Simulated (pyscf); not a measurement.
This saddle point was located with ωB97X-D3(BJ)/def2-SVP in PySCF.

```xyz
11

C     -1.1991    -0.9934    -0.0030
In     0.0653     1.0773     0.4497
H     -1.2801    -1.4669    -0.9953
H     -2.0066    -1.3716     0.6452
H     -0.2645    -1.4063     0.4338
H      0.0550     1.2924     2.1525
H      1.3465     1.1287    -0.6914
N     -1.8597     1.6174    -0.4555
H     -1.7103     0.2868    -0.3102
H     -2.5771     2.0806     0.1021
H     -1.8941     1.9932    -1.4030
```

Surface: singlet, charge 0. Lowest wavenumbers (cm⁻¹): 1609i, 93, 278, 300, 346.

Question: What reaction is this the transition state of?

Answer: `[CH3][InH2]` + `[NH3]` ⇌ `[CH4]` + `[NH2][InH2]`, a four-centre exchange read from left to right: C–In, H–N broken and C–H, In–N formed. At CCSD(T)/def2-TZVPP + ΔMP2(QZVPP) it lies +0.81 eV from the left side and +1.31 eV from the right (each side as separated species at their lowest minima found). On the reactant side the descent ends in an adduct with a In–N contact, 0.89 eV under the separated species and 1.65 eV under the saddle at ωB97X-D3(BJ)/def2-TZVP. What is counted as formed (In–N) is already present as a longer contact in the reactant adduct; forming that adduct is a step of its own. This is the saddle that the search found; another between the same sides may lie lower. The CCSD(T) − MP2 part came from Ansatz, without density fitting, on the same reference. The frozen core leaves the outer d or s,p core shells of the metals and heavy elements correlated in the MP2 and CC values, and def2-TZVPP describes them poorly, which can shift differences by a few kcal/mol. Elements past Kr carry the def2 core potentials, without spin-orbit coupling.
